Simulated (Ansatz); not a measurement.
Compare A (`C=C(O)C=N`) with its isomer B (`COC=C=N`).

Computed with Ansatz on PBE0-D4/def2-TZVP structures; ΔE is electronic, products minus reactants. CCSD(T)/CBS adds triple-zeta CCSD(T) − MP2 to the extrapolated MP2 energy (def2 sets, frozen cores). DFT in def2-TZVPP. B3LYP here is the variant with VWN-RPA as its local correlation; programs differ in this. One conformer a species, not always the lowest.

(1) Which isomer does CCSD(T)/CBS put lower? Give the gap. (An estimate is asked.)

(2) Give E(B) − E(A) in kJ/mol with B2PLYP, BLYP-D4, B3LYP, ωB97M-V, PBE-D4, r2SCAN-D4, PBE0-D4. (Estimate.)

(3) Does the order hold for the free energy at 298.15 K (harmonic terms from PBE0-D4)? (An estimate is asked.)

Largest T1 diagnostic: 0.014.

Results:

(1) The calculation gave: A, by 151.3 kJ/mol.

(2) Ansatz gave: B2PLYP 141.0, BLYP-D4 134.4, B3LYP 134.4, ωB97M-V 142.0, PBE-D4 140.3, r2SCAN-D4 144.7, PBE0-D4 144.3. None reverses the order clearly.

(3) The calculation gave: Yes: G(B) − G(A) = +142.0 kJ/mol, for one conformer each.

The D4 term adds +3.7 kJ/mol with B3LYP and +1.7 kJ/mol with PBE0; it sums over pairs of atoms, weighted by their polarisabilities, and B3LYP, whose exchange is more repulsive, gets the larger term. Leaving LDA and LC-ωPBE aside and taking each functional with its dispersion term where it has one, the values, not all of them listed here, spread over 15.1 kJ/mol, from BLYP-D4 to PBE-QIDH. LDA lies +13.3 kJ/mol from PBE without D4.
